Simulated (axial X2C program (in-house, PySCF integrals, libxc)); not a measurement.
# Low determinants of SiB⁺ at the PBE0 level, with spin–orbit coupling

Calculated with an axial X2C code built on PySCF integrals. Two-component (2c) means X2C with spin–orbit coupling and atomic mean-field two-electron Coulomb and Gaunt terms. Basis: Si dyall-v3z [8s7p2d1f], B dyall-v3z [7s6p2d1f] (cores contracted in-house); Gaussian nuclei, density fitting, unrestricted open shells. Masses: Si 27.977 u, B 11.009 u.

Search at 2.110 Å (vertical energies from the lowest determinant):

```csv
ΔE (eV),state,electrons beyond evenly filled partner blocks,"electrons in ±ω = 1/2, 3/2, 5/2, 7/2"
0.00,Ω = 2,"ω = 1/2, ω = 3/2",15 3 0 0
0.16,Ω = 1,2 × ω = 1/2,16 2 0 0
0.17,Ω = 1,"ω = -1/2, ω = 3/2",15 3 0 0
0.79,Ω = 0,none,16 2 0 0
1.07,Ω = 0,none,14 4 0 0
2.76,Ω = 3,2 × ω = 3/2,14 4 0 0
3.18,Ω = 3,"3 × ω = 1/2, ω = 3/2",15 3 0 0
```

Lowest determinant, Ω = 2 (⟨Sz⟩ = 1.00, ⟨Lz⟩ = 1.00 at PBE0): Re = 2.103 Å, ωe = 546.1 cm⁻¹.

The determinant in row 2 of the search, Ω = 1 (⟨Sz⟩ = 0.00, ⟨Lz⟩ = 1.00 at PBE0), was followed along the bond at PBE0; measured from the minimum of the lowest determinant it gives:

Te = 0.156 eV (1261 cm⁻¹), Re = 2.121 Å, ωe = 532.8 cm⁻¹.

(1) Compare the bond of the determinant in row 2 with that of the lowest one.

The search compares states at one distance, so a state with another bond length can lie lower; it is not exhaustive and yields mostly the lowest determinant of each block pattern, so other components and higher states of one pattern are missing. These are energies of single determinants, not of spin-adapted states; PBE0 term energies can be off by some tenths of an eV, and the functional has no current term. Open-shell Ω = 0 determinants with evenly filled partner blocks cannot be reached by this program, so the Ω shown need not be the lowest component. The lowest determinant need not be the ground state where others lie within half an eV.

Results:

(1) At PBE0 its Re is 0.018 Å longer and its force constant, which goes as ωe², is 0.95 times that of the lowest determinant. This determinant mixes spin states, so it has no term energy of its own.
